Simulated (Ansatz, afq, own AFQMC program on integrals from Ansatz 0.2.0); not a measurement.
# SiH2O2, singlet: AFQMC among the cluster methods

```yaml
atoms:
  - { symbol: O, position_ang: [-1.4552, -0.1045, -0.2789] }
  - { symbol: Si, position_ang: [-0.2173, -0.8052, 0.5782] }
  - { symbol: O, position_ang: [1.0336, 0.1917, 0.0644] }
  - { symbol: H, position_ang: [-1.2144, 0.6506, -0.8336] }
  - { symbol: H, position_ang: [1.9033, -0.0062, 0.4284] }
```

Connectivity, by distances: OH–Si–OH.

Basis def2-TZVP. Only valence electrons are correlated. Integrals, coupled cluster, full CI and functionals: Ansatz 0.2.0; the random walks run on the same integrals in our own AFQMC program. ph-AFQMC/CISD is guided by a CISD state made of CCSD amplitudes; releasing the constraint for a short imaginary time cuts its bias at the price of noise, slowly where states lie close. Free projection: walkers drawn from exp(T), propagated without any constraint. Its projection time is finite, and what remains of the start isn't in its error. ± is one standard error of the sampling.

Determinant: RHF, the one that the program's search chose, which needn't be the lowest solution. The geometry is a PBE0/def2-SVP stationary point of this or a neighbouring charge and spin state.

No full CI on the walks' own integrals is used here. The released AFQMC energy serves as the reference, which it does only where one determinant dominates, the energy is flat over the last release times and near the phaseless one (40 meV or 2 meV an electron, half that with transition metals). On small molecules, where full CI could be run and the noise was under 10 meV, such values lay within 10 meV of it in 19 cases of 20, a flattering rate, since the rule was set on those same cases; what remains of the bias isn't in the error bar.

Cautions: the released value is read at 1.50 1/Eh with a noise of 12 meV, more than in the cases checked (meV from the phaseless value at times in 1/Eh: -6 ± 7 at 0.24, -16 ± 6 at 0.51, -8 ± 9 at 0.99, -18 ± 12 at 1.50).

- T1 diagnostic: 0.0150
- weight of the determinant in the CISD state: 0.837
- size of the correlated space: 18 electrons in 104 orbitals

Reference: AFQMC with the constraint released, correlation energy -16.735 ± 0.012 eV.

| level | E − E(reference) (meV) | share of correlation (%) |
| --- | --- | --- |
| HF | 16734.8 ± 12.1 | 0.00 |
| MP2 | 1023.3 ± 12.1 | 93.89 |
| CCSD | 647.2 ± 12.1 | 96.13 |
| CCSD(T) | 55.0 ± 12.1 | 99.67 |
| ph-AFQMC/HF | -83.5 ± 34.9 | 100.50 |
| ph-AFQMC/CISD | 18.2 ± 13.8 | 99.89 |
| free AFQMC | 14.6 ± 21.6 | 99.91 |

Free projections are given only where their last times agree within the noise and don't stop above the reference; a slow remainder of the start can still hide under it. Released energies are given only where the last usable release times agree within the noise; a slower fall can still hide under it.
